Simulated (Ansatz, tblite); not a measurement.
# The cluster Ge2Au+: rung by rung

How do method and basis change the picture of the cluster Ge2Au+ (singlet)?

Method: as each input shows; program: Ansatz 0.2.0, Gaussian basis.

The runs, in order: GFN1-xTB, GFN2-xTB, PBE-D4/def2-TZVP, r2SCAN-D4/def2-TZVP, ωB97M-V/def2-TZVP, LDA/def2-TZVP, revPBE-D4/def2-TZVP, LC-ωPBE/def2-TZVP, B97M-V/def2-TZVP, PBE+5HF/def2-TZVP, PBE+10HF/def2-TZVP, PBE+15HF/def2-TZVP, PBE+35HF/def2-TZVP, PBE+50HF/def2-TZVP, PBE-D4/def2-SVP, PBE0-D4/def2-SVP, CCSD(T)/def2-TZVPP, MP2/def2-TZVP, RPA/def2-TZVP.

1 further run of the same task is left out (for a known fault of the program).

## (1) The relaxed structure

The geometry is that of the singlet, from an earlier relaxation (PBE-D4/def2-TZVP). At that level it is the lowest of the isomers that a small search found.

3 atoms, charge 1, spin multiplicity 1.

Bond lengths: Au1–Ge2 2.527 Å, Au1–Ge3 2.527 Å, Ge2–Ge3 2.658 Å. Angles: Ge2–Au1–Ge3 63.5°, Au1–Ge2–Ge3 58.3°, Au1–Ge3–Ge2 58.3°.

Coordinates:

```tsv
atom	x (Å)	y (Å)	z (Å)
Au1	-1.3353	0.4148	-0.3115
Ge2	0.1913	-1.0747	1.0427
Ge3	1.1440	0.6599	-0.7311
```

Au takes a core potential in the def2 sets. No spin-orbit coupling is included. The ion is computed in the gas phase, without counter-ions or solvent.

PBE0-D4/def2-TZVP was run before; its log isn't repeated, and its numbers join the tables.

## (2) GFN1-xTB

Tight binding, by tblite at 300 K electronic temperature and without a spin-polarisation term:

```python
tblite.interface.Calculator('GFN1-xTB', numbers, positions, charge=1, uhf=0).singlepoint()
```

Energy -183.8795 eV, HOMO -14.41 eV, LUMO -14.28 eV; 0.004 s.

## (3) GFN2-xTB

Tight binding, by tblite at 300 K electronic temperature and without a spin-polarisation term:

```python
tblite.interface.Calculator('GFN2-xTB', numbers, positions, charge=1, uhf=0).singlepoint()
```

Energy -199.0338 eV, HOMO -14.69 eV, LUMO -14.03 eV; 0.004 s.

## (4) PBE-D4/def2-TZVP

start.molden holds the orbitals of an earlier run on this state, given as this run's starting guess.

File in.yaml:

```yaml
crystal:
  periodic: [false, false, false]
  atoms:
    - {symbol: Au, position_ang: [-1.335349, 0.414834, -0.311505]}
    - {symbol: Ge, position_ang: [0.191348, -1.074741, 1.042661]}
    - {symbol: Ge, position_ang: [1.144002, 0.659907, -0.731146]}
basis:
  gaussian: {orbitals: def2-TZVP, initial_orbitals: start.molden}
total_charge: 1
hamiltonian: {xc: pbe, dispersion: d4}
scf: {omitted_lower_state_checks: [starts]}
output: {orbitals: {seedname: orbitals}}
```

Run with:

```sh
$ ansatz run in.yaml --threads 4 --pin off --events-out ev --progress --plain --max-ram 3916MiB
```

The runs that follow: r2SCAN-D4/def2-TZVP; ωB97M-V/def2-TZVP; LDA/def2-TZVP; revPBE-D4/def2-TZVP; LC-ωPBE/def2-TZVP; B97M-V/def2-TZVP; PBE+5HF/def2-TZVP; PBE+10HF/def2-TZVP; PBE+15HF/def2-TZVP; PBE+35HF/def2-TZVP; PBE+50HF/def2-TZVP; PBE-D4/def2-SVP; PBE0-D4/def2-SVP; CCSD(T)/def2-TZVPP; MP2/def2-TZVP; RPA/def2-TZVP.

Before running them: what should the planned runs give, taken together? Wanted: gap in def2-TZVP, named functionals, smallest and largest; gap over the share of exact exchange; correlation energy, CCSD(T)/def2-TZVPP; correlation energy, MP2/def2-TZVP; PBE0 total energy, smallest basis above largest.

**Answer**, as computed:

| quantity | value |
| --- | --- |
| gap in def2-TZVP, named functionals, smallest and largest | 0.04 eV (PBE-D4), 6.11 eV (LC-ωPBE) |
| gap over the share of exact exchange | 0.04 eV at 0, 3.37 eV at 0.5 |
| correlation energy, CCSD(T)/def2-TZVPP | -28.70 eV |
| correlation energy, MP2/def2-TZVP | -23.66 eV |
| PBE0 total energy, smallest basis above largest | 14.47 eV (def2-SVP, def2-TZVP) |

**Reading.** Orbital gaps of the named functionals in def2-TZVP span 0.04 eV (PBE-D4) to 6.11 eV (LC-ωPBE); exact exchange widens it. Raising the share of exact exchange from 0 to 0.5 moves the HOMO by -1.69 eV and the LUMO by +1.65 eV. LDA leaves an empty level below a filled one, so this occupation isn't an aufbau state there; left out of the range. Notes on CCSD(T)/def2-TZVPP and its Hartree-Fock reference, which MP2 shares: restricted state is unstable towards broken spin symmetry.
